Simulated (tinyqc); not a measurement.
Inside a calculation. Method: Pariser-Parr-Pople SCF with singles CI, for the molecule C=C(N)O (SMILES; centres numbered as the heavy atoms are written). Computed by tinyqc, a small Python program that keeps every step. Settings: charge = 0, gamma = Ohno, start = core, damping = 0, iteration cap = 84, excitations kept = 9. Command: `OMP_NUM_THREADS=1 python tinyqc.py 26401 26402 out.jsonl` (the two numbers bound the seeds that draw the settings). One thread of a shared host (Intel(R) Xeon(R) Processor @ 2.60GHz), about 0.04 s of CPU time with the checks. Later iterations appear only in the table of the cycle.

## PPP integrals

Centres (angstrom, eV; a flat drawing with bonds scaled to 1.40 angstrom):
```
centre         x         y  core charge z         W  gamma_rr
1C      -1.21200  -0.70000              1  11.35000   9.73000
2C       0.00000   0.00000              1  11.35000   9.73000
3N       1.21200  -0.70000              2  25.29000  19.31000
4O       0.00000   1.40000              2  30.16000  18.46000
```

Resonance integrals (eV):
```
i  j      beta
1  2  -2.39000
2  3  -2.10000
2  4  -2.33000
```

Ohno: gamma = 14.399645/sqrt(R^2 + a^2), a = 2 x 14.399645/(gamma_rr + gamma_ss); H_rr = -W_r - sum_(s != r) z_s gamma_rs; H_rs = beta for bonds.

repulsion gamma_rs (eV), order 1C, 2C, 3N, 4O:
```
[[9.73000, 7.06926, 5.49810, 5.47288],
 [7.06926, 9.73000, 8.39457, 8.30852],
 [5.49810, 8.39457, 19.31000, 5.66532],
 [5.47288, 8.30852, 5.66532, 18.46000]]
```

core matrix H (eV), order 1C, 2C, 3N, 4O:
```
[[-40.36123, -2.39000, 0.00000, 0.00000],
 [-2.39000, -51.82545, -2.10000, -2.33000],
 [0.00000, -2.10000, -50.51331, 0.00000],
 [0.00000, -2.33000, 0.00000, -55.27204]]
```

## Starting guess

pi electrons, sum of z_r less the charge = 6

Orbitals of the core matrix H.

P at the start, order 1C, 2C, 3N, 4O:
```
[[0.09210, 0.40684, -0.08013, -0.06147],
 [0.40684, 1.91325, 0.01709, 0.01311],
 [-0.08013, 0.01709, 1.99663, -0.00258],
 [-0.06147, 0.01311, -0.00258, 1.99802]]
```

## Iteration 1: Fock matrix

F_rr = H_rr + P_rr gamma_rr / 2 + sum_(s != r) P_ss gamma_rs; F_rs = H_rs - P_rs gamma_rs / 2; E = tr P (H + F) / 2 + core repulsion sum_(r<s) z_r z_s gamma_rs.

F (eV), order 1C, 2C, 3N, 4O:
```
[[-4.47530, -3.82801, 0.22029, 0.16821],
 [-3.82801, -8.50495, -2.17172, -2.38445],
 [0.22029, -2.17172, -3.34913, 0.00731],
 [0.16821, -2.38445, 0.00731, -9.11844]]
```

pi energy = -95.49053 eV

## Iteration 1: orbitals and new P

Diagonalise F (the basis is taken as orthonormal) and form P = 2 sum c c over the lowest orbitals.

orbital energies (eV): [-12.42457, -8.16645, -3.86631, -0.99050]

P after iteration 1, order 1C, 2C, 3N, 4O:
```
[[1.21820, 0.66305, -0.68418, -0.21131],
 [0.66305, 1.43766, 0.58025, 0.17921],
 [-0.68418, 0.58025, 1.40126, -0.18492],
 [-0.21131, 0.17921, -0.18492, 1.94289]]
```

## Iteration 2: Fock matrix

As before.

F (eV), order 1C, 2C, 3N, 4O:
```
[[-5.93406, -4.73364, 1.88084, 0.57824],
 [-4.73364, -8.31403, -4.53550, -3.07450],
 [1.88084, -4.53550, -7.21079, 0.52383],
 [0.57824, -3.07450, 0.52383, -10.78875]]
```

pi energy = -102.01529 eV

## Iteration 2: orbitals and new P

As before.

orbital energies (eV): [-14.49665, -10.17503, -8.45173, 0.87577]

P after iteration 2, order 1C, 2C, 3N, 4O:
```
[[1.32684, 0.71124, -0.57145, -0.24650],
 [0.71124, 1.24853, 0.60377, 0.26044],
 [-0.57145, 0.60377, 1.51489, -0.20925],
 [-0.24650, 0.26044, -0.20925, 1.90974]]
```

## Iteration 3: Fock matrix

As before.

F (eV), order 1C, 2C, 3N, 4O:
```
[[-6.29918, -4.90397, 1.57094, 0.67453],
 [-4.90397, -7.78759, -4.63421, -3.41195],
 [1.57094, -4.63421, -7.29178, 0.59275],
 [0.67453, -3.41195, 0.59275, -11.42775]]
```

pi energy = -102.50203 eV

## Iteration 3: orbitals and new P

As before.

orbital energies (eV): [-14.84483, -10.64225, -8.37970, 1.06049]

P after iteration 3, order 1C, 2C, 3N, 4O:
```
[[1.39036, 0.71132, -0.52724, -0.25230],
 [0.71132, 1.17004, 0.61518, 0.29438],
 [-0.52724, 0.61518, 1.54402, -0.21820],
 [-0.25230, 0.29438, -0.21820, 1.89559]]
```

## Convergence

Stop when output and input P, before any damping, agree to 1e-7.

Course of the cycle:
```
iteration        E (eV)  largest |P(out) - P(in)|
1           -95.4905310                  1.13e+00
2          -102.0152861                  1.89e-01
3          -102.5020255                  7.85e-02
4          -102.5826998                  3.20e-02
5          -102.5961901                  1.31e-02
6          -102.5984506                  5.34e-03
7          -102.5988309                  2.19e-03
8          -102.5988950                  9.01e-04
9          -102.5989058                  3.71e-04
10         -102.5989077                  1.53e-04
11         -102.5989080                  6.29e-05
12         -102.5989080                  2.59e-05
13         -102.5989081                  1.07e-05
14         -102.5989081                  4.39e-06
15         -102.5989081                  1.81e-06
16         -102.5989081                  7.45e-07
17         -102.5989081                  3.07e-07
18         -102.5989081                  1.26e-07
19         -102.5989081                  5.21e-08
```

Converged in 19 iterations.

## Converged orbitals

Charges are z - P_rr.

orbital energies (eV): [-15.13759, -10.94266, -8.40170, 1.06522]

coefficients, order 1C, 2C, 3N, 4O:
```
[[0.27835, -0.35212, 0.71930, -0.53022],
 [0.66257, -0.33809, 0.06819, 0.66486],
 [0.30728, -0.45896, -0.68924, -0.46892],
 [0.62378, 0.74233, -0.05388, -0.23862]]
```

pi charges: [-0.43773, -0.11592, 0.43976, 0.11388]

## Singles CI, singlets

Over the 3 single excitations with the smallest orbital gaps: A = (e_a - e_i) delta + 2 (ia|jb) - (ij|ab), with (pq|rs) = sum c_mp c_mq gamma_mn c_nr c_ns. f = 2/3 w |mu|^2 in atomic units, mu = sqrt2 sum c_ia sum_m c_mi c_ma R_m.

singlet CI matrix (eV), order 3>4, 2>4, 1>4:
```
[[5.12807, 0.28220, -0.01170],
 [0.28220, 6.31862, 0.16298],
 [-0.01170, 0.16298, 9.10889]]
```

singlet excitation energies (eV): [5.06402, 6.37318, 9.11839]

oscillator strengths: [0.63030, 0.33625, 0.00203]

## Singles CI, triplets

Over the 3 single excitations with the smallest orbital gaps: A = (e_a - e_i) delta - (ij|ab), with (pq|rs) = sum c_mp c_mq gamma_mn c_nr c_ns.

triplet CI matrix (eV), order 3>4, 2>4, 1>4:
```
[[0.91888, -0.73977, 0.46648],
 [-0.73977, 3.90183, 0.56051],
 [0.46648, 0.56051, 8.00319]]
```

triplet excitation energies (eV): [0.69875, 4.02790, 8.09725]
